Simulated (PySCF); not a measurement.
C4H9FO.
Cartesian coordinates in Å at the GFN2-xTB level; atoms count from 1:
```
atom  x, y, z in Å
C1     1.996   -0.144    0.386
O2     0.694   -0.570    0.713
C3    -0.290   -0.245   -0.245
C4    -1.547   -1.027    0.122
C5    -0.596    1.260   -0.278
F6     0.279    1.932   -1.100
H7     2.296   -0.518   -0.600
H8     2.085    0.947    0.389
H9     2.651   -0.562    1.148
H10    0.060   -0.540   -1.249
H11   -1.929   -0.681    1.078
H12   -2.311   -0.901   -0.641
H13   -1.301   -2.081    0.210
H14   -0.497    1.693    0.722
H15   -1.597    1.447   -0.676
```

A PySCF run (density fitting, gas phase, GFN2-xTB geometry) gave HOMO -7.39 eV, LUMO 1.63 eV, dipole 0.84 D.

**Question.** Which of these levels was it?
A. PBE0/STO-3G
B. OPBE/def2-TZVP
C. PBE0/pcSseg-1

**Answer.** C. It is PBE0/pcSseg-1. All candidates on this geometry:

```tsv
level and settings	kind	basis functions	SCF cycles	E (Eh)	HOMO (eV)	LUMO (eV)	dipole (D)
OPBE/def2-TZVP, grid level 4	GGA	240	16	-332.8574	-5.76	0.79	0.82
PBE0/pcSseg-1, grid level 3, fitting basis def2-universal-jkfit	global hybrid	147	10	-332.4855	-7.39	1.63	0.84
PBE0/STO-3G, grid level 1, energy threshold 1e-07 Eh	global hybrid	39	7	-328.1837	-3.82	8.37	0.54
```

The nearest other candidate, by the summed differences of HOMO and LUMO, is OPBE/def2-TZVP: its HOMO differs by +1.63 eV and its LUMO by -0.84 eV. Cycle counts include a coarse-grid stage where the run had one.
